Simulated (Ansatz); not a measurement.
A made-up structure of BSiH₆S (charge +1), closed shell:

B1  (-0.481, 0.482, -1.076)
S2  (0.152, 1.093, 0.302)
Si3  (0.050, -0.723, 0.837)
H4  (0.236, 0.782, -1.771)
H5  (-1.602, -0.124, -1.130)
H6  (1.569, 1.340, 0.089)
H7  (0.770, -1.774, -0.096)
H8  (-1.519, -0.909, 1.021)
H9  (0.825, -0.168, 1.823)
(Å)

It is relaxed with PBE-D4/def2-SVP and then PBE0-D4/def2-TZVP (Ansatz 0.2.0). Atoms count as bonded within 1.22 times the sum of their covalent radii (H–H: 0.88 Å). The end point is not checked to be a true minimum.

Q: Does its bonding change? (Judge from chemistry; the calculation decides.)

A: By the calculation: Yes. Formed: none; broken: B1–Si3.

Where it ends: The first stage lowers the energy by 4.13 eV in 15 steps. It ends as BSiH₆S ([BH2][SH][SiH3]), total charge +1:
B1  (-0.520, 0.743, -1.533)
S2  (0.133, 1.077, 0.161)
Si3  (0.109, -0.925, 1.246)
H4  (0.106, 1.159, -2.445)
H5  (-1.559, 0.175, -1.552)
H6  (1.443, 1.306, -0.065)
H7  (0.754, -1.874, 0.322)
H8  (-1.346, -1.079, 1.413)
H9  (0.879, -0.581, 2.453)
(Å)

Labels in which every atom is bracketed show which atoms are joined, not bond orders.

For scale, one of the runs: PBE0-D4/def2-TZVP relaxation, 141 basis functions, launched by `ansatz run in.yaml --threads 2 --pin off --events-out ev --progress --plain --max-ram 4352MiB`. The run took about 36 s on 2 CPU threads of an Arm Neoverse V1 (shared host).
